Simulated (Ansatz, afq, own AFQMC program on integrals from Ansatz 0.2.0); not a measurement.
# S, triplet in cc-pVQZ, levels against CCSDT(Q)

A free S atom.

Basis cc-pVQZ. Noble-gas cores (and the filled d shells of Ga–Kr and In–Xe) are frozen. AFQMC by an in-house program on the Cholesky factors that Ansatz 0.2.0 writes for its CCSD(T) run. ph-AFQMC/CISD is guided by a CISD state made of CCSD amplitudes; releasing the constraint for a short imaginary time cuts its bias at the price of noise, slowly where states lie close. Free projection: walkers drawn from exp(T), propagated without any constraint. Its projection time is finite, and what remains of the start isn't in its error. Uncertainties: one standard error, sampling alone.

Determinant: UHF, the one that the program's search chose, which needn't be the lowest solution.

No full CI on the walks' own integrals is used here; CCSDT(Q) serves as the reference and is uncertain by about the last step of the cluster series.

Cautions: the ph-AFQMC/HF walk drifts between its halves (2.0 errors).

```
T1 diagnostic                               : 0.0104
weight of the determinant in the CISD state : 0.930
⟨S²⟩ of the determinant                     : 2.013
size of the correlated space                : 6 electrons in 54 orbitals
```

**Question.** Estimate: order these by the size of their error in total energy against CCSDT(Q), smallest first.
A. AFQMC with the constraint released
B. phaseless AFQMC with the Hartree–Fock trial
C. phaseless AFQMC with a CISD trial
D. CCSD(T)

**Answer.** A (0.0 ± 0.1 kJ/mol), C (1.0 ± 0.2 kJ/mol), D (2.6 kJ/mol), B (11.7 ± 1.2 kJ/mol).

Reference: CCSDT(Q), correlation energy -4.232 eV. The released energy is read at 1.50 1/Eh (meV from the phaseless value at times in 1/Eh: -7.2 ± 1.8 at 0.24, -6.9 ± 1.4 at 0.50, -9.6 ± 1.3 at 1.00, -10.8 ± 1.1 at 1.50).

A walk keeps the symmetry of its determinant, which the program's search chose and which needn't be the lowest solution, so a lower state of the same spin and another symmetry isn't excluded. Released energies are given only where the last usable release times agree within the noise; a slower fall can still hide under it.
